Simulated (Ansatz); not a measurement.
# CH6Al2 (SMILES [AlH2][CH2][AlH2]): one structure at several levels

The task here is to estimate one member of a computed series from the others.

The runs use Ansatz 0.2.0, Gaussian basis; single points in def2-TZVPP.

Cores are frozen in the correlated methods.

## Where the work starts

9 atoms, charge 0, spin multiplicity 1.

Atoms are counted from 1 here; the program's logs count them from 0.

Bond lengths: Al1–C2 2.001 Å, Al1–H4 1.493 Å, Al1–H5 1.393 Å, C2–Al3 1.965 Å, C2–H6 1.145 Å, C2–H7 1.226 Å, Al3–H8 1.591 Å, Al3–H9 1.638 Å. Angles: C2–Al1–H4 115.4°, C2–Al1–H5 128.7°, H4–Al1–H5 114.5°, Al1–C2–Al3 118.3°, Al1–C2–H6 112.0°, Al1–C2–H7 105.3°, Al3–C2–H6 108.1°, Al3–C2–H7 110.7°, H6–C2–H7 100.9°, C2–Al3–H8 125.3°, C2–Al3–H9 118.2°, H8–Al3–H9 116.4°.

Geometry (Å):

```mol
CH6Al2
  3D, bonds by distance, orders not assigned

  9  8  0  0  0  0  0  0  0  0999 V2000
   -0.7497    1.0467   -1.1626 Al  0  0
    0.7208    0.0591   -0.2326 C   0  0
    0.2505   -1.1154    1.2705 Al  0  0
   -2.0160    0.2795   -1.3515 H   0  0
   -0.8610    2.4136   -1.4095 H   0  0
    1.3645   -0.5402   -0.9650 H   0  0
    1.5165    0.9214    0.1231 H   0  0
    0.7105   -2.6295    1.4323 H   0  0
   -0.7979   -0.5494    2.3952 H   0  0
  1  2  8  0
  1  4  8  0
  1  5  8  0
  2  3  8  0
  2  6  8  0
  2  7  8  0
  3  8  8  0
  3  9  8  0
M  END
```

Set-up of the first run:

Contents of run/in.yaml:

```yaml
crystal:
  periodic: [false, false, false]
  atoms:
    - {symbol: Al, position_ang: [-0.749700, 1.046700, -1.162600]}
    - {symbol: C, position_ang: [0.720800, 0.059100, -0.232600]}
    - {symbol: Al, position_ang: [0.250500, -1.115400, 1.270500]}
    - {symbol: H, position_ang: [-2.016000, 0.279500, -1.351500]}
    - {symbol: H, position_ang: [-0.861000, 2.413600, -1.409500]}
    - {symbol: H, position_ang: [1.364500, -0.540200, -0.965000]}
    - {symbol: H, position_ang: [1.516500, 0.921400, 0.123100]}
    - {symbol: H, position_ang: [0.710500, -2.629500, 1.432300]}
    - {symbol: H, position_ang: [-0.797900, -0.549400, 2.395200]}
basis:
  gaussian: {orbitals: def2-TZVPP}
correlation: {method: ccsd_t}
output: {forces: true}
```

The command line of these runs was not kept.

Steps of the session up to this table: CCSD(T)/def2-TZVPP; PBE0-D4/def2-TZVPP; wB97M-V/def2-TZVPP; r2SCAN-D4/def2-TZVPP; PBE-D4/def2-TZVPP; HSE06-D4/def2-TZVPP; SPW92/def2-TZVPP.

One table of the session follows, with a row left open; its other results are not shown here.

| method | RMS force component (eV/Å) | angle to CCSD(T) forces (°) | dipole (D) |
| --- | --- | --- | --- |
| CCSD(T) | 1.365 | reference | 1.74 |
| PBE0-D4 | 1.386 | 2.0 | 1.75 |
| wB97M-V | 1.357 | 2.4 | 1.77 |
| r2SCAN-D4 | ? | ? | ? |
| PBE-D4 | 1.349 | 3.9 | 1.73 |
| HSE06-D4 | 1.386 | 2.0 | 1.75 |
| SPW92 | 1.355 | 6.9 | 1.72 |

Q: Estimate the row for r2SCAN-D4 from the others.

As computed: RMS force component (eV/Å): 1.368; angle to CCSD(T) forces (°): 2.1; dipole (D): 1.78. In the column «RMS force component (eV/Å)» it lies between CCSD(T) (1.365) and PBE0-D4 (1.386).
